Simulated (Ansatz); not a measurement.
Species: H$_{2}$O, net charge 1, doublet state. SMILES of the parent species: O
Structure (B3LYP-D3(BJ)/def2-TZVP (Ansatz, an electronic-structure program) minimum search):
```xyz
3

O     -0.0024     0.0001     0.1156
H      0.0028     0.8250    -0.4633
H      0.0166    -0.8260    -0.4614
```
Charge +1, spin multiplicity 2.

Parts of the frozen-core correlation energy in cc-pVDZ (Ansatz, hartree). Frozen orbitals: 1; correlated occupied orbitals by spin: 4 and 3; virtual: 19 and 20. Open shells are spin-unrestricted. Spin-orbit coupling is left out. Non-relativistic.

| term | value |
|---|---|
| reference (HF) | -75.63347 |
| MP2 opposite-spin | -0.11785 |
| MP2 same-spin | -0.03559 |
| CCSD correlation | -0.17039 |
| (T) | -0.00223 |
| CCSDT minus CCSD(T) | -0.00025 |
| CCSDT(Q) minus CCSD(T) | -0.00048 |
| T1 diagnostic | 0.008 |
| largest doubles amplitude | 0.036 |
| <S^2> of the reference | 0.757 |
